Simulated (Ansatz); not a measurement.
# Be₂H+ (triplet): wave-function methods side by side, aug-cc-pVDZ

Aim: climb from Hartree-Fock through coupled cluster for Be₂H+ (triplet) at one geometry and basis, and see what each rung misses.

The runs use Ansatz 0.2.0, Gaussian basis; aug-cc-pVDZ, core rule «outside noble gas», up to 2 orbitals frozen.

Plan: UHF; CCSD(T) on ROHF; CCSD(T) on UHF; BCCD(T) on ROHF; CISD; CCSDT(Q) on ROHF; CCSDT(Q) on UHF; Full CI.

28 further runs of the same task are left out: 7 for a known fault of the program, 9 that didn't finish, 12 set aside as unsound or not needed.

## 1. The geometry

The geometry is a PBE0/def2-TZVP stationary point (not a proven minimum) of the parent state, kept for this charge and spin.

3 atoms, charge 1, spin multiplicity 3.

Atoms are counted from 1 here; the program's logs count them from 0.

Bond lengths: Be1–H3 1.348 Å.

## 2. UHF

in.yaml reads:

```yaml
crystal:
  periodic: [false, false, false]
  atoms:
    - {symbol: Be, position_ang: [0.000000, 0.000000, 0.266601]}
    - {symbol: Be, position_ang: [0.000000, 0.000000, -1.881688]}
    - {symbol: H, position_ang: [0.000000, 0.000000, 1.615087]}
basis:
  gaussian: {orbitals: aug-cc-pVDZ}
total_charge: 1
magnetization: {spin_polarized: true, initial_magnetization: 2}
hamiltonian: {xc: hf}
output: {orbitals: {seedname: orbitals}}
```

Launch:

```bash
$ ansatz run in.yaml --threads 1 --pin off --events-out ev --progress --plain --max-ram 2393MiB
```

After this run come: CCSD(T) on ROHF; CCSD(T) on UHF; BCCD(T) on ROHF; CISD; CCSDT(Q) on ROHF; CCSDT(Q) on UHF; Full CI.

Q: Predict the results of all the runs planned. Wanted: FCI below the RHF energy; RMP2 from FCI; UMP2 from FCI; RCCSD from FCI; RCCSD(T) from FCI; UCCSD(T) from FCI; RCCSDT(Q) from FCI; UCCSDT(Q) from FCI; T1 diagnostic.

The runs gave:

```
                         quantity                                                                                  value
         FCI below the RHF energy                                                                             -1.2166 eV
                    RMP2 from FCI                                                                         +9.04 kcal/mol
                    UMP2 from FCI                                                                         +8.70 kcal/mol
                   RCCSD from FCI                                                                         +0.58 kcal/mol
                RCCSD(T) from FCI                                                                         +0.21 kcal/mol
                UCCSD(T) from FCI                                                                         +0.19 kcal/mol
               RCCSDT(Q) from FCI                                                                          0.00 kcal/mol
               UCCSDT(Q) from FCI                                                                         -0.01 kcal/mol
levels within 1 kcal/mol (43 meV)  CISD, RCCSD, UCCSD, RCCSD(T), UCCSD(T), BCCD(T), RCCSDT, UCCSDT, RCCSDT(Q), UCCSDT(Q)
                    T1 diagnostic                                                                                  0.048
   effectively unpaired electrons                                                                                   2.02
```

RCCSD(T) misses by +0.21 kcal/mol, 0.7 % of the correlation energy. The occupations are near whole numbers, but T1 = 0.048 shows that the orbitals relax strongly. These misses are within one basis, not against nature; the frozen cores of restricted and unrestricted runs differ, which can shift their rows.
